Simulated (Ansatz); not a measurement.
The first iterations of a band of BClH2 + H (5 atoms, charge 0, multiplicity 2).

Method: UKS B3LYP-D4/6-31G* (Ansatz).

```
movable images  : 5
climbing image  : yes
spring          : 5.0 eV/Å²
optimiser       : quadratic models (default)
start path      : through a guess of the saddle point
force threshold : 0.03 eV/Å
iteration limit : 60
end points      : relaxed
```

Image 0:

```xyz
5
Properties=species:S:1:pos:R:3
B 0.003 0.000 -0.217
H 0.007 0.000 0.973
Cl 1.545 0.000 -1.046
H -0.987 0.000 -0.875
H 0.012 0.000 3.480
```

Image 6:

```xyz
5
Properties=species:S:1:pos:R:3
B 0.040 0.000 -0.585
H -0.019 0.000 2.356
Cl 1.579 0.000 -1.373
H -0.993 0.000 -1.183
H -0.027 0.000 3.100
```

| iteration | highest image above the first end (eV) | largest band force component (eV/Å) |
| --- | --- | --- |
| 1 | 0.469 | 2.254 |
| 2 | 0.466 | 1.121 |
| 3 | 0.402 | 1.455 |

Question: Does the band converge within its limit, and where does its top end?

Answer: It converged. It ended after 10 iterations with the highest image 0.315 eV above the first end. A vibrational analysis at the climbing image gives 2 clearly imaginary modes (1274i, 214i cm⁻¹): a point of higher order. A lower path may pass nearby, or the ends, which weren't checked, may share the extra mode.

Time of the run: 34 s on 1 thread of Intel(R) Xeon(R) 6975P-C (Granite Rapids), on a shared host, peak memory 0.12 GiB.
